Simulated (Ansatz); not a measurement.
# TiSi$_{2}$ (Cmcm)

Theory: DFT r2SCAN, scalar-relativistic, plane waves, PAW in Ansatz.

Cutoff 500 eV; k points 10×10×10 on the computed 6-atom cell (Γ-centred); Gaussian smearing, width 0.10 eV; no spin polarisation.

The structure is relaxed at this level of theory with its symmetry kept. This form isn't the usual stable structure of the compound.

```
CELL_PARAMETERS angstrom
1.76421 -6.75544 0.00000
1.76421 6.75544 0.00000
0.00000 0.00000 3.56456
ATOMIC_POSITIONS crystal
Ti 0.89683 0.10317 0.75000
Ti 0.10317 0.89683 0.25000
Si 0.55830 0.44170 0.75000
Si 0.44170 0.55830 0.25000
Si 0.24981 0.75019 0.75000
Si 0.75019 0.24981 0.25000
```

| Item | Value |
| --- | --- |
| Space group | Cmcm (No. 63) |
| Volume per atom | 95.6 bohr³ |
| Formation energy from the elements' standard states (uncorrected) | -0.553 eV/atom |
| Generalised Kohn–Sham band gap | none (metal) |
| Density of states at the Fermi level | 1.21 states/eV per cell |
| Löwdin character within 0.5 eV of the Fermi level | Ti 3d 72 %, Si 3p 20 %, unprojected 5 % |
| Bader charges (e) | Ti (2 in the cell) 1.25, Si (2 in the cell) -0.78, Si (2 in the cell) -0.48 |

Cost: 1 run of about 8.6 core-minutes, on Intel Xeon Processor @ 2.50GHz (Skylake/Cascade Lake) (shared hosts).